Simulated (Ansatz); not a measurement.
## Cu, fcc: geometry optimisation

Computed with DFT, BLYP, plane waves (420 eV) with PAW, scalar-relativistic in Ansatz 0.2.0. (PAW data from PBE, frozen cores regenerated.)

k-point mesh 15×15×15, Fermi-Dirac smearing 0.1 eV, no spin polarisation. Cell and atoms relax.

Starting structure:

```yaml
crystal:
  lattice:
    - [0.0, 1.80748, 1.80748]
    - [1.80748, 0.0, 1.80748]
    - [1.80748, 1.80748, 0.0]
  atoms:
    - { symbol: Cu, position: [0.0, 0.0, 0.0] }
hamiltonian:
  xc: blyp
  pseudopotentials:
    kind: paw
    azcp:
      Cu: "pseudopotentials/Cu.paw.azcp"
basis:
  ecutwfc: 420
  fft_grid_basis: typed
kpoints:
  mp_grid: { grid: [15, 15, 15], shift: [0, 0, 0] }
magnetization:
  spin_polarized: false
scf:
  occupations: { method: fermi_dirac, width: 0.1 }
relax:
  max_steps: 60
  f_tol: 0.01
  cell: {}
```

**Question.** The pressure at the start is 9.9 GPa. By how much does the volume change?

**Answer.** From 11.81 to 12.68 Å³ per atom, 7.4 %. The final cell has a = 3.702 Å.

**Question.** How much energy does the relaxation gain?

**Answer.** 25.0 meV per atom.

Path of the relaxation (the plane waves are chosen anew near the end, which can shift the energy a little):

```tsv
step	E − E(final) (meV/atom)	V (Å³/atom)	P (GPa)	max force (eV/Å)
0	25.00	11.810	9.87	0.000
1	6.89	12.215	4.77	0.000
2	0.50	12.620	0.55	0.000
3	0.43	12.675	0.04	0.000
4	0.00	12.675	0.07	0.000
5	0.00	12.682	0.00	0.000
6	0.00	12.682	0.00	0.000
```
